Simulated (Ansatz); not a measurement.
**ClHOSi: basis-set convergence**

One table from this session's results is given with a row withheld; the runs are named, their logs left out.

Method: one geometry, several basis sets; program: Ansatz 0.2.0, Gaussian basis.

Plan: PBE0-D4/def2-SVP; ωB97M-V/def2-SVP; PBE0-D4/def2-QZVPP; ωB97M-V/def2-QZVPP; CCSD(T)/cc-pV(D+d)Z; CCSD(T)/cc-pV(T+d)Z; CCSD(T)/cc-pV(Q+d)Z; the functionals' def2-TZVPP values are taken from earlier runs.

## The relaxed structure

An earlier PBE0-D4 in a triple-zeta def2 set relaxation fixed the geometry.

SMILES `O[Si]Cl`, 4 atoms, charge 0, spin multiplicity 1.

Atoms are counted from 1 here; the program's logs count them from 0.

Bond lengths: O1–Si2 1.637 Å, O1–H4 0.963 Å, Si2–Cl3 2.110 Å. Angles: Si2–O1–H4 120.4°, O1–Si2–Cl3 101.3°.

Set-up of the first run:

in.yaml

```yaml
crystal:
  periodic: [false, false, false]
  atoms:
    - {symbol: O, position_ang: [-0.911755, 0.450160, -0.308684]}
    - {symbol: Si, position_ang: [-0.434209, -0.789716, 0.647025]}
    - {symbol: Cl, position_ang: [1.662272, -0.701008, 0.421355]}
    - {symbol: H, position_ang: [-0.260807, 0.980362, -0.779997]}
basis:
  gaussian: {orbitals: def2-SVP}
hamiltonian: {xc: pbe0, dispersion: d4}
output: {orbitals: {seedname: orbitals}}
```

Steps of the session up to this table: PBE0-D4 in def2-SVP; ωB97M-V in def2-SVP; PBE0-D4 in def2-QZVPP; ωB97M-V in def2-QZVPP.

One table of the session follows, with a row left open; its other results are not shown here.

It belongs to the step «Functionals by basis». 

```
functional       basis  HOMO (eV)  LUMO (eV)
   PBE0-D4    def2-SVP      -7.49      -1.86
   PBE0-D4  def2-TZVPP      -7.63      -2.02
   PBE0-D4  def2-QZVPP      -7.67      -2.08
   ωB97M-V    def2-SVP          ?          ?
   ωB97M-V  def2-TZVPP      -9.72       0.03
   ωB97M-V  def2-QZVPP      -9.78      -0.09
```

**Question.** Estimate the row for ωB97M-V, def2-SVP.

**Answer.** HOMO (eV): -9.54; LUMO (eV): 0.28. In the column «HOMO (eV)» it lies between ωB97M-V, def2-TZVPP (-9.72) and PBE0-D4, def2-QZVPP (-7.67).
